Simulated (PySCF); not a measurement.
Species: C6H12 (charge +1 and doublet state).
SMILES with atom numbers: `[CH2:1][CH+:2][C:3]([CH3:4])([CH3:5])[CH3:6]` (hydrogens: H7, H8 on C1; H9 on C2; H10, H11, H12 on C4; H13, H14, H15 on C5; H16, H17, H18 on C6)

Cartesian coordinates in Å at the GFN2-xTB level; atoms count from 1:
```xyz
18
C6H12 angstrom
C      2.059   -0.173    0.878
C      1.116    0.551    0.273
C     -0.219    0.048   -0.219
C     -0.254   -1.420   -0.576
C     -0.969    0.314    1.139
C     -0.802    0.923   -1.306
H      1.899   -1.163    1.279
H      3.071    0.200    0.961
H      1.264    1.610    0.093
H     -1.258   -1.710   -0.882
H      0.403   -1.630   -1.420
H      0.058   -2.053    0.251
H     -0.604   -0.325    1.938
H     -2.011    0.065    0.933
H     -0.915    1.354    1.447
H     -0.196    0.856   -2.210
H     -0.851    1.967   -1.006
H     -1.801    0.590   -1.582
```

The hyperfine couplings belong to this conformer and change with its torsions.

The calculation used UKS B3LYP, pcH-1 on C H, non-relativistic, mean-field spin-orbit, GIAO (PySCF 2.14.0). The structure is a single GFN2-xTB conformer in the gas phase; no vibrational or solvent corrections. Couplings are sensitive to structure, and on GFN2-xTB geometries they can be far from those on DFT ones, by a factor of two or more for some ions and for spin on atoms past the first row. The frame is twisted about the C1–C2 bond at this geometry (dihedral H7–C1–C2–C3 = -14°); couplings at other torsion angles weren't computed. The SCF solution wasn't tested for stability.

**Question.** The isotropic 13C couplings, averaged over equivalent nuclei, are +29.2, +20.7, +10.0, -1.5 MHz. Assign them to C1; C2; C3; C4/C5/C6.

**Answer.** 
```csv
site,a_iso (MHz),ρ(0) (bohr⁻³),position,distance from C1 (Å),spin population,largest |T| (MHz)
C1,+29.2,+0.0259,largest spin population,0.00,+0.54,88.4
C2,+10.0,+0.0089,1 bond from C1,1.33,+0.22,50.6
C3,-1.5,-0.0013,2 bonds from C1,2.54,+0.07,27.3
C4/C5/C6,+20.7,+0.0184,3 bonds from C1,3.28,+0.04,11.7
```

**Question.** The isotropic 1H couplings, averaged over equivalent nuclei, are +20.3, +18.2, -10.7, -3.5 MHz. Assign them to H7; H8; H9; H10 (×9).

**Answer.** 
| site | a_iso (MHz) | ρ(0) (bohr⁻³) | position | distance from C1 (Å) | bound to | spin population there | largest \|T\| (MHz) |
| --- | --- | --- | --- | --- | --- | --- | --- |
| H7 | -10.7 | -0.0024 | 1 bond from C1 | 1.08 | C1 | +0.54 | 26.3 |
| H8 | -3.5 | -0.0008 | 1 bond from C1 | 1.08 | C1 | +0.54 | 27.5 |
| H9 | +20.3 | +0.0045 | 2 bonds from C1, on C2 of spin population +0.22 | 2.10 | C2 | +0.22 | 17.8 |
| H10 (×9) | +18.2 | +0.0041 | 4 bonds from C1 | 3.67 | C4/C5/C6 | +0.04 | 6.1 |

ρ(0) is the spin density at the nucleus and T the dipolar tensor; entries for several nuclei are means. The Mulliken spin populations are largest on C1 (+0.54), C2 (+0.22), C5 (+0.12) and C3 (+0.07). The angles at C1 add up to 360.0°, so it is planar.

Examples of negative spin density at the nucleus (bohr⁻³): H7 (-0.0024) and C3 (-0.0013).

Means are taken over nuclei equivalent by connectivity, which assumes that they swap fast. H7 and H8 aren't averaged: C1 is flat or nearly so (angle sum 360°), and its turn about the short C1–C2 bond (1.33 Å) is taken as slow. The nine 1H nuclei of mean +18.2 MHz run from -8.5 to 131.6 MHz in the frozen geometry. The 13C value of +20.7 MHz is a mean of couplings from -2.4 to 64.0 MHz in this one geometry, not an average over conformers.

The SMILES `[CH2][CH+]C(C)(C)C` draws the unpaired electron on C1, whose computed spin population is only +0.54.

Hardware: an Arm Neoverse V1 with one thread, on a shared host. Cost: 61 s (grids of density and orbitals included), 0.97 GiB resident at most.
